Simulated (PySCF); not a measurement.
nitrogen dioxide (NO₂), SMILES O=N[O], multiplicity 2. Coordinates come from a PBE-D3(BJ)/def2-TZVP optimisation.

Calculation: PBE-D3(BJ)/def2-TZVP in PySCF.

Harmonic wavenumbers (cm⁻¹): 743, 1336, 1653. Rotational constants (GHz): 234.6, 12.86, 12.19; symmetry number 2.

Q: Work out the zero-point energy and the ideal-gas rigid-rotor harmonic-oscillator thermochemistry at 298.15 K and 1 atm.

A: ZPE = ½ Σ hcν = ½ × 3732 cm⁻¹ = 5.33 kcal/mol. H − E(el) = 7.77 kcal/mol. Entropy in cal/(mol K): translation 37.40, rotation 18.33, vibration 0.29, spin 1.38, total 57.40. G − E(el) = -9.34 kcal/mol. Cp = 8.87 cal/(mol K).
